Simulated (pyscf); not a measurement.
Concerted two-bond exchange: H₂Si=Se (SMILES [SiH2]=[Se]) + HCl (SMILES Cl) -> :HSi–SeH (SMILES [SiH][SeH]) [singlet] + HCl (SMILES Cl)

Gas phase, singlet surface, charge 0. Bonds broken: Si2–H3, Cl5–H6. Bonds formed: Se1–H6, H3–Cl5. Single points on ωB97X-D3(BJ)/def2-SVP structures (PySCF, gas phase). MP2 and CC: frozen core, UHF for open shells. ΔMP2 is the change of the MP2 total energy from the triple- to the quadruple-zeta basis.

Transition state (Å):

```xyz
6

Se     0.7833    -0.4029    -1.4154
Si     0.2696     0.5000     0.4651
H      1.0775    -0.4885     1.4773
H     -0.6211     1.6945     0.3269
Cl     2.1066    -1.9059     1.2928
H      1.5654    -1.3545    -0.4016
```

One imaginary mode, 1166i cm⁻¹; descent along it reached the two sides named, in the forms told below.

```json
[
 {"bond": "Si2–H3", "change": "breaks", "reactant side (Å)": "1.484", "saddle": "1.629", "product side": "2.6"},
 {"bond": "Cl5–H6", "change": "breaks", "reactant side (Å)": "1.297", "saddle": "1.862", "product side": "2.8"},
 {"bond": "Se1–H6", "change": "forms", "reactant side (Å)": "2.526", "saddle": "1.595", "product side": "1.470"},
 {"bond": "H3–Cl5", "change": "forms", "reactant side (Å)": "3.1", "saddle": "1.761", "product side": "1.293"}
]
```

Electronic energies relative to the separated reactants (kcal/mol):

| level | barrier | reaction energy | reverse barrier |
|---|---|---|---|
| ωB97X-D3(BJ)/def2-TZVP | 29.1 | +14.3 | 14.8 |
| PBE/def2-TZVP | 18.5 | +12.6 | 6.0 |
| r²SCAN/def2-TZVP | 22.4 | +15.8 | 6.6 |
| B3LYP-D3(BJ)/def2-TZVP | 24.5 | +13.4 | 11.1 |
| PBE0-D3(BJ)/def2-TZVP | 22.8 | +13.5 | 9.2 |
| M06-2X/def2-TZVP | 29.6 | +13.2 | 16.4 |
| ωB97M-D3(BJ)/def2-TZVP | 30.3 | +12.1 | 18.3 |
| HF/def2-TZVP | 50.4 | +15.4 | 35.1 |
| MP2/def2-QZVPP | 29.6 | +17.6 | 12.0 |
| CCSD/def2-TZVPP | 36.4 | +13.1 | 23.3 |
| CCSD(T)/def2-TZVPP | 32.9 | +13.6 | 19.3 |
| CCSD(T)/def2-TZVPP + ΔMP2(QZVPP) | 31.2 | +14.1 | 17.1 |

With CCSD(T)/def2-TZVPP + ΔMP2(QZVPP) energies and thermal terms (ideal gas, 1 atm, RRHO with modes under 100 cm⁻¹ raised to 100, one conformer, R ln 2 for chiral ones without a mode under 150 cm⁻¹), in kcal/mol:

| T (K) | ΔH‡ | ΔG‡ | ΔH | ΔG |
|---|---|---|---|---|
| 298 | 28.9 | 38.3 | +13.8 | +13.1 |
| 600 | 29.0 | 47.9 | +14.0 | +12.3 |
| 900 | 29.6 | 57.2 | +14.0 | +11.5 |
| 1200 | 30.3 | 66.3 | +14.1 | +10.6 |

On the reactant side the descent ends in a complex, 5.4 kcal/mol under the separated species and 34.5 kcal/mol under the saddle at ωB97X-D3(BJ)/def2-TZVP. The same reactants have a lower exit, to Cl–SiH₂–SeH (barrier -1.6 kcal/mol at ωB97M-D3(BJ)/def2-TZVP, against +30.3 kcal/mol here). This is the saddle that the search found; another between the same sides may lie lower. The CCSD(T) − MP2 part came from Ansatz, without density fitting, on the same reference. The frozen core leaves the outer d or s,p core shells of the metals and heavy elements correlated in the MP2 and CC values, and def2-TZVPP describes them poorly, which can shift differences by a few kcal/mol. Elements up to Kr have no core potential and no relativistic terms here.
